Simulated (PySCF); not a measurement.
## Simulated absorption spectrum

Compound: C4H2F2.
SMILES with atom numbers: `[CH:1]#[C:2]/[C:3]([F:4])=[CH:5]\[F:6]` (hydrogens: H7 on C1; H8 on C5)

The calculation used PySCF, TDDFT wB97X-D/def2-SVPD, vertical, gas phase, core orbitals frozen in the response. Isolated species at its PBE0-D3(BJ)/def2-SVP geometry, gas phase.

Computed states:

```tsv
state	E (eV)	f
S1	5.44	0.0000
S2	5.67	0.259
S3	5.92	0.0001
S4	7.15	0.242
S5	7.28	0.0000
S6	7.48	0.0006
S7	8.06	0.049
S8	8.48	0.0003
S9	8.50	0.0001
S10	8.58	0.266
```

Broadening: Gaussians 0.25 eV wide at half height, area fixed by f = 4.319×10⁻⁹ ∫ε dν̃. The width is an assumption, not a result. The curve ends short of the highest state used, and states not computed would add to its high-energy end.

Q: Give the broadened spectrum and its maxima.

A: 
| E (eV) | ε (L mol⁻¹ cm⁻¹) |
| --- | --- |
| 5.07 | 0 |
| 5.17 | 0 |
| 5.27 | 21 |
| 5.37 | 465 |
| 5.47 | 4406 |
| 5.57 | 17267 |
| 5.67 | 27877 |
| 5.77 | 18538 |
| 5.87 | 5082 |
| 5.97 | 579 |
| 6.07 | 29 |
| 6.17 | 1 |
| 6.27 | 0 |
| 6.37 | 0 |
| 6.47 | 0 |
| 6.57 | 0 |
| 6.67 | 1 |
| 6.77 | 44 |
| 6.87 | 820 |
| 6.97 | 6275 |
| 7.07 | 19763 |
| 7.17 | 25632 |
| 7.27 | 13701 |
| 7.38 | 2513 |
| 7.48 | 275 |
| 7.58 | 50 |
| 7.68 | 21 |
| 7.78 | 178 |
| 7.88 | 1317 |
| 7.98 | 4042 |

Maxima: 218 nm (5.67 eV), ε about 28000, made up of S2 (100%); 173 nm (7.15 eV), ε about 26000, made up of S4 (100%) (ε in L mol⁻¹ cm⁻¹; maxima over ε = 5, shares over 10%). At its high-energy end, 7.98 eV, the curve is still rising (ε about 4000, from S7).

Q: What would ε be at 5.67 eV, the highest of these maxima, with half the width (0.125 eV)?

A: About 55600 L mol⁻¹ cm⁻¹ against 27900, a factor of about 1.99; a lone state at its own centre would give exactly 2.

Q: On this curve, what absorbance would a 10⁻⁴ mol/L sample give at 222 nm over a 1 cm path?

A: 222 nm is 5.585 eV, where ε is about 20000 L mol⁻¹ cm⁻¹, so A = ε c l ≈ 2 (Beer–Lambert, with the gas-phase spectrum and the assumed width).

Q: Coming from long wavelengths, where does ε first pass 100 L mol⁻¹ cm⁻¹?

A: At about 233 nm (5.32 eV), 0.12 eV below S1.

The vertical ionisation energy (ΔSCF) is 9.51 eV, 0.93 eV above S10.
